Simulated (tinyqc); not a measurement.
Worked calculation: UKS/PBE in the sto-3g basis, for BH, spin multiplicity 3. Computed by tinyqc, a small Python program that keeps every step (integrals from PySCF). Settings: charge = 0, multiplicity = 3, basis = sto-3g, energy threshold = 1e-10, iteration cap = 87, orthogonalisation = symmetric, start = core, DIIS depth = 0, method = UKS, functional = pbe,pbe, grid = [15, 86]. Command: `OMP_NUM_THREADS=1 python tinyqc.py 25035 25036 out.jsonl` (the two numbers bound the seeds that draw the settings). One thread of a shared host (Intel(R) Xeon(R) Processor @ 2.60GHz), about 7 s of CPU time with the checks. Later iterations appear only in the table of the cycle.

## One-electron integrals

Geometry (angstrom):
```
atom,x,y,z
B,0.000000,0.000000,0.000000
H,0.000000,0.000000,1.873000
```

Basis sto-3g: exponents (1/bohr^2) and contraction coefficients of normalised primitives:
```
element,l (shell),exponent,coefficient
B,s (1),48.791113,0.154329
B,s (1),8.887362,0.535328
B,s (1),2.405267,0.444635
B,s (2),2.236956,-0.099967
B,s (2),0.519821,0.399513
B,s (2),0.169062,0.700115
B,p (3),2.236956,0.155916
B,p (3),0.519821,0.607684
B,p (3),0.169062,0.391957
H,s (1),3.425251,0.154329
H,s (1),0.623914,0.535328
H,s (1),0.168855,0.444635
```

Overlap, kinetic and nuclear-attraction integrals over the contracted functions; the nuclear repulsion is the sum of Za Zb / Rab.

nuclear repulsion = 1.41264605 hartree

overlap S, lower triangle:
```
,1B 1s,1B 2s,1B 2px,1B 2py,1B 2pz,2H 1s
1B 1s,1.000000
1B 2s,0.269328,1.000000
1B 2px,0.000000,0.000000,1.000000
1B 2py,0.000000,0.000000,0.000000,1.000000
1B 2pz,0.000000,0.000000,0.000000,0.000000,1.000000
2H 1s,0.014499,0.197047,0.000000,0.000000,0.245625,1.000000
```

kinetic energy T (hartree), lower triangle:
```
,1B 1s,1B 2s,1B 2px,1B 2py,1B 2pz,2H 1s
1B 1s,10.826302
1B 2s,-0.047967,0.359168
1B 2px,0.000000,0.000000,1.123881
1B 2py,0.000000,0.000000,0.000000,1.123881
1B 2pz,0.000000,0.000000,0.000000,0.000000,1.123881
2H 1s,-0.004418,-0.002437,0.000000,0.000000,0.031501,0.760032
```

nuclear attraction V (hartree), lower triangle:
```
,1B 1s,1B 2s,1B 2px,1B 2py,1B 2pz,2H 1s
1B 1s,-23.429917
1B 2s,-3.215455,-4.053659
1B 2px,0.000000,0.000000,-4.008928
1B 2py,0.000000,0.000000,0.000000,-4.008928
1B 2pz,-0.007501,-0.075758,0.000000,0.000000,-4.052057
2H 1s,-0.173835,-0.591805,0.000000,0.000000,-0.687265,-2.638243
```

core Hamiltonian H = T + V (hartree), lower triangle:
```
,1B 1s,1B 2s,1B 2px,1B 2py,1B 2pz,2H 1s
1B 1s,-12.603615
1B 2s,-3.263422,-3.694491
1B 2px,0.000000,0.000000,-2.885047
1B 2py,0.000000,0.000000,0.000000,-2.885047
1B 2pz,-0.007501,-0.075758,0.000000,0.000000,-2.928177
2H 1s,-0.178254,-0.594243,0.000000,0.000000,-0.655764,-1.878211
```

## Two-electron integrals

Functions are numbered as in S; the eight-fold symmetry (ij|kl) = (ji|kl) = (kl|ij) leaves the list below.

Two-electron integrals (ij|kl) in chemists' order, unique and non-zero (hartree):
```
i,j,k,l,(ij|kl)
1,1,1,1,2.923513
2,1,1,1,0.518376
2,1,2,1,0.109262
2,2,1,1,0.744229
2,2,2,1,0.193177
2,2,2,2,0.544804
3,1,3,1,0.020264
3,2,3,1,0.029996
3,2,3,2,0.120346
3,3,1,1,0.742491
3,3,2,1,0.193240
3,3,2,2,0.544682
3,3,3,3,0.586773
4,1,4,1,0.020264
4,2,4,1,0.029996
4,2,4,2,0.120346
4,3,4,3,0.031630
4,4,1,1,0.742491
4,4,2,1,0.193240
4,4,2,2,0.544682
4,4,3,3,0.523513
4,4,4,4,0.586773
5,1,5,1,0.020264
5,2,5,1,0.029996
5,2,5,2,0.120346
5,3,5,3,0.031630
5,4,5,4,0.031630
5,5,1,1,0.742491
5,5,2,1,0.193240
5,5,2,2,0.544682
5,5,3,3,0.523513
5,5,4,4,0.523513
5,5,5,5,0.586773
6,1,1,1,0.027748
6,1,2,1,0.005831
6,1,2,2,0.010358
6,1,3,3,0.010318
6,1,4,4,0.010318
6,1,5,1,0.000423
6,1,5,2,0.000784
6,1,5,5,0.010445
6,1,6,1,0.000321
6,2,1,1,0.093800
6,2,2,1,0.024880
6,2,2,2,0.081097
6,2,3,3,0.078624
6,2,4,4,0.078624
6,2,5,1,0.002674
6,2,5,2,0.018618
6,2,5,5,0.085957
6,2,6,1,0.001418
6,2,6,2,0.020158
6,3,3,1,0.002042
6,3,3,2,0.010483
6,3,5,3,0.003180
6,3,6,3,0.001736
6,4,4,1,0.002042
6,4,4,2,0.010483
6,4,5,4,0.003180
6,4,6,4,0.001736
6,5,1,1,0.102073
6,5,2,1,0.027352
6,5,2,2,0.093563
6,5,3,3,0.089063
6,5,4,4,0.089063
6,5,5,1,0.004358
6,5,5,2,0.028839
6,5,5,5,0.102451
6,5,6,1,0.001604
6,5,6,2,0.026750
6,5,6,5,0.036514
6,6,1,1,0.282294
6,6,2,1,0.076006
6,6,2,2,0.279565
6,6,3,3,0.266906
6,6,4,4,0.266906
6,6,5,1,0.007422
6,6,5,2,0.071942
6,6,5,5,0.304510
6,6,6,1,0.004327
6,6,6,2,0.100166
6,6,6,5,0.142723
6,6,6,6,0.774606
```

## Orthogonalisation

S = U s U^T; symmetric (Loewdin) form X = U s^(-1/2) U^T, so that X^T S X = 1.

eigenvalues of S: 0.632027  0.816391  1.000000  1.000000  1.169548  1.382034

X, lower triangle:
```
,1B 1s,1B 2s,1B 2px,1B 2py,1B 2pz,2H 1s
1B 1s,1.029190
1B 2s,-0.143800,1.045717
1B 2px,0.000000,0.000000,1.000000
1B 2py,0.000000,0.000000,0.000000,1.000000
1B 2pz,-0.003173,0.020368,0.000000,0.000000,1.024431
2H 1s,0.014590,-0.108715,0.000000,0.000000,-0.131180,1.040584
```

## Starting guess

The start is the orbitals of the core Hamiltonian; D(s) = C_occ C_occ^T for each spin.

D(alpha) at the start, lower triangle:
```
,1B 1s,1B 2s,1B 2px,1B 2py,1B 2pz,2H 1s
1B 1s,1.079342
1B 2s,-0.295338,1.098730
1B 2px,0.000000,0.000000,0.085942
1B 2py,0.000000,0.000000,-0.280278,0.914058
1B 2pz,-0.006081,0.025666,0.000000,0.000000,1.031923
2H 1s,0.016680,-0.056710,0.000000,0.000000,-0.076130,0.008355
```

D(beta) at the start, lower triangle:
```
,1B 1s,1B 2s,1B 2px,1B 2py,1B 2pz,2H 1s
1B 1s,1.067702
1B 2s,-0.249811,0.920651
1B 2px,0.000000,0.000000,0.000000
1B 2py,0.000000,0.000000,0.000000,0.000000
1B 2pz,-0.105307,0.413786,0.000000,0.000000,0.186024
2H 1s,0.021605,-0.075976,0.000000,0.000000,-0.034140,0.006271
```

## Iteration 1: exchange-correlation on the grid

Becke grid with 15 radial and 86 angular points per atom, points of zero weight dropped. rho = sum D_ij phi_i phi_j; V_xc,ij = sum w v_xc phi_i phi_j plus the gradient terms; v_xc is d(rho eps)/d rho(s) for spin s at fixed gradient.

The 16 grid points with the largest w rho, of 2572 (bohr, atomic units):
```
x,y,z,w,rho(alpha),rho(beta),eps_xc,v_xc(alpha)
0.000000,0.486516,1.205530,0.129462,0.111822,0.072540,-0.483629,-0.650709
0.000000,-0.486516,1.205530,0.129462,0.111822,0.072540,-0.483629,-0.650709
0.000000,0.000000,1.300000,0.125746,0.112723,0.077063,-0.487110,-0.653166
0.486516,0.000000,1.205530,0.129462,0.102489,0.072540,-0.474951,-0.633382
-0.486516,0.000000,1.205530,0.129462,0.102489,0.072540,-0.474951,-0.633382
-0.245783,0.902660,0.902660,0.131223,0.112358,0.058593,-0.476820,-0.648595
0.245783,-0.902660,0.902660,0.131223,0.112358,0.058593,-0.476820,-0.648595
-0.359162,1.319055,1.319055,0.356056,0.041076,0.020703,-0.358415,-0.451944
0.359162,-1.319055,1.319055,0.356056,0.041076,0.020703,-0.358415,-0.451944
0.480484,-0.480484,1.108274,0.122255,0.107907,0.067951,-0.477296,-0.642611
-0.480484,0.480484,1.108274,0.122255,0.107907,0.067951,-0.477296,-0.642611
0.245783,0.902660,0.902660,0.131223,0.100515,0.058593,-0.464598,-0.626369
-0.245783,-0.902660,0.902660,0.131223,0.100515,0.058593,-0.464598,-0.626369
0.359162,1.319055,1.319055,0.356056,0.036612,0.020703,-0.349616,-0.435431
-0.359162,-1.319055,1.319055,0.356056,0.036612,0.020703,-0.349616,-0.435431
1.096785,-1.096785,1.096785,0.364884,0.036720,0.018436,-0.347321,-0.434343
```

electrons on the grid, sum of w rho = 5.998367

E_xc = sum of w rho eps_xc = -4.56638639 hartree

V_xc(alpha) (hartree), lower triangle:
```
,1B 1s,1B 2s,1B 2px,1B 2py,1B 2pz,2H 1s
1B 1s,-1.910257
1B 2s,-0.299053,-0.509134
1B 2px,0.000000,0.000000,-0.462144
1B 2py,0.000000,0.000000,0.020704,-0.523398
1B 2pz,-0.000924,-0.005191,0.000000,0.000000,-0.529373
2H 1s,-0.016263,-0.063315,0.000000,0.000000,-0.068706,-0.126575
```

V_xc(beta) (hartree), lower triangle:
```
,1B 1s,1B 2s,1B 2px,1B 2py,1B 2pz,2H 1s
1B 1s,-1.884220
1B 2s,-0.282254,-0.402698
1B 2px,0.000000,0.000000,-0.396498
1B 2py,0.000000,0.000000,0.001017,-0.399487
1B 2pz,-0.007130,-0.069935,0.000000,0.000000,-0.401605
2H 1s,-0.015538,-0.056268,0.000000,0.000000,-0.063108,-0.111946
```

## Iteration 1: building the Kohn-Sham matrix

J_ij = sum D_kl (ij|kl) with D = D(alpha) + D(beta); F = H + J + V_xc; E = tr D H + tr D J / 2 + E_xc + E_nn.

Coulomb J (hartree), lower triangle:
```
,1B 1s,1B 2s,1B 2px,1B 2py,1B 2pz,2H 1s
1B 1s,8.820266
1B 2s,1.801467,3.658242
1B 2px,0.000000,0.000000,3.614142
1B 2py,0.000000,0.000000,-0.017730,3.666528
1B 2pz,0.020319,0.088901,0.000000,0.000000,3.681412
2H 1s,0.097126,0.527440,0.000000,0.000000,0.603552,1.740740
```

F(alpha) (hartree), lower triangle:
```
,1B 1s,1B 2s,1B 2px,1B 2py,1B 2pz,2H 1s
1B 1s,-5.693606
1B 2s,-1.761009,-0.545383
1B 2px,0.000000,0.000000,0.266950
1B 2py,0.000000,0.000000,0.002973,0.258083
1B 2pz,0.011894,0.007953,0.000000,0.000000,0.223863
2H 1s,-0.097390,-0.130118,0.000000,0.000000,-0.120918,-0.264046
```

F(beta) (hartree), lower triangle:
```
,1B 1s,1B 2s,1B 2px,1B 2py,1B 2pz,2H 1s
1B 1s,-5.667569
1B 2s,-1.744210,-0.438947
1B 2px,0.000000,0.000000,0.332596
1B 2py,0.000000,0.000000,-0.016713,0.381993
1B 2pz,0.005689,-0.056791,0.000000,0.000000,0.351630
2H 1s,-0.096665,-0.123071,0.000000,0.000000,-0.115320,-0.249417
```

total energy of this density = -24.19691180 hartree

## Iteration 1: diagonalisation and new density

Diagonalise F' = X^T F X, C = X C', fill 4 alpha and 2 beta electrons from the bottom; D(s) = C_occ C_occ^T. Each column has its largest component positive (the first on a tie).

F' = X^T F X (alpha) (hartree), lower triangle:
```
,1,2,3,4,5,6
1,-5.523372
2,-0.999420,-0.160187
3,0.000000,0.000000,0.266950
4,0.000000,0.000000,0.002973,0.258083
5,0.002421,0.034519,0.000000,0.000000,0.263703
6,0.017328,-0.084745,0.000000,0.000000,-0.129510,-0.224456
```

orbital energies (alpha) (hartree): MO1 -5.703571, MO2 -0.276409, MO3 0.029382, MO4 0.257178, MO5 0.267855, MO6 0.306286

coefficients C (alpha):
```
,MO1,MO2,MO3,MO4,MO5,MO6
1B 1s,0.987343,-0.067801,-0.310131,0.000000,0.000000,-0.067156
1B 2s,0.044040,0.167098,1.017354,0.000000,0.000000,0.248127
1B 2px,0.000000,0.000000,0.000000,-0.291086,0.956697,0.000000
1B 2py,0.000000,0.000000,0.000000,0.956697,0.291086,0.000000
1B 2pz,-0.000926,0.097280,-0.205777,0.000000,0.000000,1.007613
2H 1s,-0.005161,0.927645,-0.277968,0.000000,0.000000,-0.417415
```

F' = X^T F X (beta) (hartree), lower triangle:
```
,1,2,3,4,5,6
1,-5.498587
2,-1.000473,-0.052410
3,0.000000,0.000000,0.332596
4,0.000000,0.000000,-0.016713,0.381993
5,0.005064,-0.030510,0.000000,0.000000,0.393881
6,0.017019,-0.081631,0.000000,0.000000,-0.135305,-0.210131
```

orbital energies (beta) (hartree): MO1 -5.676561, MO2 -0.259182, MO3 0.145116, MO4 0.327472, MO5 0.387117, MO6 0.423380

coefficients C (beta):
```
,MO1,MO2,MO3,MO4,MO5,MO6
1B 1s,0.988093,-0.058128,-0.316797,0.000000,0.000000,0.008198
1B 2s,0.041612,0.135952,1.051758,0.000000,0.000000,-0.005209
1B 2px,0.000000,0.000000,0.000000,0.956085,-0.293088,0.000000
1B 2py,0.000000,0.000000,0.000000,0.293088,0.956085,0.000000
1B 2pz,0.000552,0.092624,0.047179,0.000000,0.000000,1.027758
2H 1s,-0.005148,0.939325,-0.343058,0.000000,0.000000,-0.334674
```

D(alpha) after iteration 1, lower triangle:
```
,1B 1s,1B 2s,1B 2px,1B 2py,1B 2pz,2H 1s
1B 1s,1.075624
1B 2s,-0.283360,1.064870
1B 2px,0.000000,0.000000,0.084731
1B 2py,0.000000,0.000000,-0.278481,0.915269
1B 2pz,0.056308,-0.193133,0.000000,0.000000,0.051808
2H 1s,0.018216,-0.128011,0.000000,0.000000,0.147445,0.937819
```

D(beta) after iteration 1, lower triangle:
```
,1B 1s,1B 2s,1B 2px,1B 2py,1B 2pz,2H 1s
1B 1s,0.979706
1B 2s,0.033214,0.020214
1B 2px,0.000000,0.000000,0.000000
1B 2py,0.000000,0.000000,0.000000,0.000000
1B 2pz,-0.004839,0.012615,0.000000,0.000000,0.008580
2H 1s,-0.059689,0.127489,0.000000,0.000000,0.087001,0.882358
```

## Iteration 2: exchange-correlation on the grid

As before.

The 16 grid points with the largest w rho, of 2572 (bohr, atomic units):
```
x,y,z,w,rho(alpha),rho(beta),eps_xc,v_xc(alpha)
0.710945,-1.761638,0.000000,0.365852,0.040233,0.000359,-0.358358,-0.420326
-0.710945,1.761638,0.000000,0.365852,0.040233,0.000359,-0.358358,-0.420326
0.486516,-1.205530,0.000000,0.130799,0.108851,0.001166,-0.474060,-0.616938
-0.486516,1.205530,0.000000,0.130799,0.108851,0.001166,-0.474060,-0.616938
0.000000,1.899687,0.000000,0.357542,0.037899,0.000359,-0.352501,-0.410843
0.000000,-1.899687,0.000000,0.357542,0.037899,0.000359,-0.352501,-0.410843
0.000000,1.761638,-0.710945,0.365888,0.036712,0.000107,-0.350512,-0.405126
0.000000,-1.761638,-0.710945,0.365888,0.036712,0.000107,-0.350512,-0.405126
0.702130,-1.619518,-0.702130,0.344151,0.038653,0.000109,-0.355467,-0.413201
-0.702130,1.619518,-0.702130,0.344151,0.038653,0.000109,-0.355467,-0.413201
0.000000,1.300000,0.000000,0.127828,0.102658,0.001166,-0.465594,-0.604293
0.000000,-1.300000,0.000000,0.127828,0.102658,0.001166,-0.465594,-0.604293
0.000000,1.205530,-0.486516,0.130800,0.099676,0.000569,-0.462072,-0.597572
0.000000,-1.205530,-0.486516,0.130800,0.099676,0.000569,-0.462072,-0.597572
0.480484,-1.108274,-0.480484,0.123029,0.104824,0.000574,-0.469261,-0.608325
-0.480484,1.108274,-0.480484,0.123029,0.104824,0.000574,-0.469261,-0.608325
```

electrons on the grid, sum of w rho = 5.999746

E_xc = sum of w rho eps_xc = -4.43972646 hartree

V_xc(alpha) (hartree), lower triangle:
```
,1B 1s,1B 2s,1B 2px,1B 2py,1B 2pz,2H 1s
1B 1s,-1.895264
1B 2s,-0.287489,-0.448315
1B 2px,0.000000,0.000000,-0.416331
1B 2py,0.000000,0.000000,0.024642,-0.490013
1B 2pz,0.002929,0.019886,0.000000,0.000000,-0.426760
2H 1s,-0.015344,-0.075446,0.000000,0.000000,-0.093388,-0.511513
```

V_xc(beta) (hartree), lower triangle:
```
,1B 1s,1B 2s,1B 2px,1B 2py,1B 2pz,2H 1s
1B 1s,-1.856735
1B 2s,-0.271031,-0.285556
1B 2px,0.000000,0.000000,-0.274074
1B 2py,0.000000,0.000000,0.002926,-0.282822
1B 2pz,-0.000337,-0.037539,0.000000,0.000000,-0.290791
2H 1s,-0.014599,-0.066777,0.000000,0.000000,-0.090149,-0.506594
```

## Iteration 2: building the Kohn-Sham matrix

As before.

Coulomb J (hartree), lower triangle:
```
,1B 1s,1B 2s,1B 2px,1B 2py,1B 2pz,2H 1s
1B 1s,7.903612
1B 2s,1.575954,3.153510
1B 2px,0.000000,0.000000,3.107540
1B 2py,0.000000,0.000000,-0.017616,3.160079
1B 2pz,0.006771,0.104024,0.000000,0.000000,3.180705
2H 1s,0.084662,0.540432,0.000000,0.000000,0.659662,2.581997
```

F(alpha) (hartree), lower triangle:
```
,1B 1s,1B 2s,1B 2px,1B 2py,1B 2pz,2H 1s
1B 1s,-6.595267
1B 2s,-1.974957,-0.989295
1B 2px,0.000000,0.000000,-0.193838
1B 2py,0.000000,0.000000,0.007026,-0.214981
1B 2pz,0.002199,0.048152,0.000000,0.000000,-0.174231
2H 1s,-0.108936,-0.129256,0.000000,0.000000,-0.089490,0.192273
```

F(beta) (hartree), lower triangle:
```
,1B 1s,1B 2s,1B 2px,1B 2py,1B 2pz,2H 1s
1B 1s,-6.556739
1B 2s,-1.958499,-0.826536
1B 2px,0.000000,0.000000,-0.051581
1B 2py,0.000000,0.000000,-0.014691,-0.007790
1B 2pz,-0.001067,-0.009273,0.000000,0.000000,-0.038263
2H 1s,-0.108191,-0.120588,0.000000,0.000000,-0.086252,0.197192
```

total energy of this density = -24.45389438 hartree

## Iteration 2: diagonalisation and new density

As before.

F' = X^T F X (alpha) (hartree), lower triangle:
```
,1,2,3,4,5,6
1,-6.424452
2,-1.033702,-0.593615
3,0.000000,0.000000,-0.193838
4,0.000000,0.000000,0.007026,-0.214981
5,-0.011583,0.064774,0.000000,0.000000,-0.153114
6,0.017418,-0.091536,0.000000,0.000000,-0.108014,0.250100
```

orbital energies (alpha) (hartree): MO1 -6.602285, MO2 -0.438163, MO3 -0.217103, MO4 -0.191716, MO5 -0.173887, MO6 0.293254

coefficients C (alpha):
```
,MO1,MO2,MO3,MO4,MO5,MO6
1B 1s,0.989907,-0.306817,0.000000,0.000000,-0.047116,0.062137
1B 2s,0.035600,1.015743,0.000000,0.000000,0.149969,-0.266354
1B 2px,0.000000,0.000000,-0.289098,0.957300,0.000000,0.000000
1B 2py,0.000000,0.000000,0.957300,0.289098,0.000000,0.000000
1B 2pz,0.000422,-0.184443,0.000000,0.000000,0.939462,-0.387922
2H 1s,-0.004310,0.024529,0.000000,0.000000,0.145235,1.044194
```

F' = X^T F X (beta) (hartree), lower triangle:
```
,1,2,3,4,5,6
1,-6.385190
2,-1.045369,-0.424062
3,0.000000,0.000000,-0.051581
4,0.000000,0.000000,-0.014691,-0.007790
5,-0.007150,0.008439,0.000000,0.000000,-0.013561
6,0.017604,-0.093051,0.000000,0.000000,-0.116998,0.255198
```

orbital energies (beta) (hartree): MO1 -6.563200, MO2 -0.263950, MO3 -0.056053, MO4 -0.054617, MO5 -0.003318, MO6 0.314152

coefficients C (beta):
```
,MO1,MO2,MO3,MO4,MO5,MO6
1B 1s,0.990442,-0.305716,0.000000,0.036194,0.000000,0.066222
1B 2s,0.033816,1.014616,0.000000,-0.133890,0.000000,-0.279145
1B 2px,0.000000,0.000000,0.956663,0.000000,-0.291197,0.000000
1B 2py,0.000000,0.000000,0.291197,0.000000,0.956663,0.000000
1B 2pz,0.001199,0.048208,0.000000,0.919026,0.000000,-0.469210
2H 1s,-0.004227,0.083936,0.000000,0.222871,0.000000,1.027287
```

D(alpha) after iteration 2, lower triangle:
```
,1B 1s,1B 2s,1B 2px,1B 2py,1B 2pz,2H 1s
1B 1s,1.074053
1B 2s,-0.276407,1.033002
1B 2px,0.000000,0.000000,1.000000
1B 2py,0.000000,0.000000,0.000000,1.000000
1B 2pz,0.057008,-0.187332,0.000000,0.000000,0.034020
2H 1s,-0.011793,0.024762,0.000000,0.000000,-0.004526,0.000620
```

D(beta) after iteration 2, lower triangle:
```
,1B 1s,1B 2s,1B 2px,1B 2py,1B 2pz,2H 1s
1B 1s,1.074439
1B 2s,-0.276692,1.030589
1B 2px,0.000000,0.000000,0.000000
1B 2py,0.000000,0.000000,0.000000,0.000000
1B 2pz,-0.013551,0.048953,0.000000,0.000000,0.002325
2H 1s,-0.029848,0.085020,0.000000,0.000000,0.004041,0.007063
```

## Convergence

Stop when the energy changes by less than 1e-10 hartree and every element of the error matrix X^T (F D S - S D F) X (for each spin) is below 3e-06.

Course of the cycle:
```
iteration,E (hartree),change,largest element of the error matrix
1,-24.19691180,-,1.56e-01
2,-24.45389438,-2.57e-01,2.03e-01
3,-24.21093353,2.43e-01,1.64e-01
4,-24.36862312,-1.58e-01,1.79e-01
5,-24.11391059,2.55e-01,1.72e-01
6,-24.30704551,-1.93e-01,1.67e-01
7,-24.07003227,2.37e-01,1.93e-01
8,-24.28893590,-2.19e-01,1.74e-01
9,-24.06048272,2.28e-01,1.97e-01
10,-24.28595674,-2.25e-01,1.75e-01
11,-24.05865981,2.27e-01,1.98e-01
12,-24.28545278,-2.27e-01,1.75e-01
13,-24.05856109,2.27e-01,1.98e-01
14,-24.28535219,-2.27e-01,1.75e-01
...,...,...,...
74,-24.28537342,-2.27e-01,1.75e-01
75,-24.05851319,2.27e-01,1.98e-01
76,-24.28537670,-2.27e-01,1.75e-01
77,-24.05860588,2.27e-01,1.98e-01
78,-24.28536728,-2.27e-01,1.75e-01
79,-24.05861446,2.27e-01,1.98e-01
80,-24.28536146,-2.27e-01,1.75e-01
81,-24.05850903,2.27e-01,1.98e-01
82,-24.28533674,-2.27e-01,1.75e-01
83,-24.05849460,2.27e-01,1.98e-01
84,-24.28533261,-2.27e-01,1.75e-01
85,-24.05849132,2.27e-01,1.98e-01
86,-24.28534656,-2.27e-01,1.75e-01
87,-24.05864000,2.27e-01,1.98e-01
```

PySCF UKS in the same basis, fine grid, after a stability check = -24.73791418 hartree

Not converged within the cap of 87 iterations: the residual has stopped falling: the iteration swings between two states. Reruns (cap 100 unless said): DIIS 8: converged in 14; damping 0.5: not converged; level shift 0.5: not converged; atomic densities as start, DIIS 8: converged in 13; the original settings with a cap of 400: not converged.
